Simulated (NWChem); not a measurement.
Species: water (H$_{2}$O); SMILES O

All runs: NWChem. Coordinates come from a PBE-D3(BJ)/def2-SVP optimisation. Ions are spin-unrestricted doublets at the neutral geometry; other ion states weren't tried. Functional: LC-ωPBE (HJS hole) with def2-SVP; rows give the range parameter ω in 1/bohr.

For range parameter (1/bohr) 0.60:

| Property | Result |
|---|---|
| −ε(HOMO) (eV) | 12.65 |

Q: How do the values read with range parameter (1/bohr) 0.20 instead?

A: 
| Property | Value |
|---|---|
| −ε(HOMO) (eV) | 9.14 |
